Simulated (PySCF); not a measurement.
From wB97X-D/pcSseg-2 to B97-2/pcSseg-2: the HOMO energy of 7 molecules

All runs: PySCF with density fitting, gas phase, non-relativistic, closed shells, each molecule at its own PBE0-D3(BJ)/def2-TZVP geometry. Shieldings use GIAOs. wB97X-D: range-separated exact exchange; B97-2: 21 % exact exchange.

HOMO energy (eV):

```csv
molecule,wB97X-D/pcSseg-2,B97-2/pcSseg-2
CCCCC(=O)Cl,-10.36,?
COS(C)(=O)=O,-10.49,-8.27
C#CF,-10.24,-8.06
FB(F)F,-14.21,-11.92
CCS(=O)(=O)O,-11.09,-8.87
CC(C)(C)C(=O)Cl,-10.17,-8.05
N#CCCl,-11.22,-9.05
```

Q: Predict the missing value of `CCCCC(=O)Cl` from the other molecules.

A: The functional change moves the other 6 molecules by +2.20 eV on average (standard deviation 0.06), which puts `CCCCC(=O)Cl` at -10.36 + 2.20 = -8.16 eV. A straight line through the pairs, y = 0.969x + 1.85, gives -8.19 eV. The run gave -8.23 eV: the mean change misses by 0.07, the line by 0.04 eV.

Q: Which of the two rules would one have trusted beforehand?

A: Leaving out each listed molecule in turn and predicting it from the rest, the mean change misses by 0.052 eV on average and the line by 0.037; so the fitted line, and for `CCCCC(=O)Cl` it was the closer one.

Q: Is the change the same for all, and does it alter the order of the molecules?

A: Among the 6 molecules with both values given it runs from +2.12 eV for `CC(C)(C)C(=O)Cl` to +2.29 eV for `FB(F)F`; `CCCCC(=O)Cl` moves by +2.13 eV, inside this range. The change is of one sign for all of them. No pair among the 6 changes order.

The figures describe these molecules alone; neither level is taken as the truth.
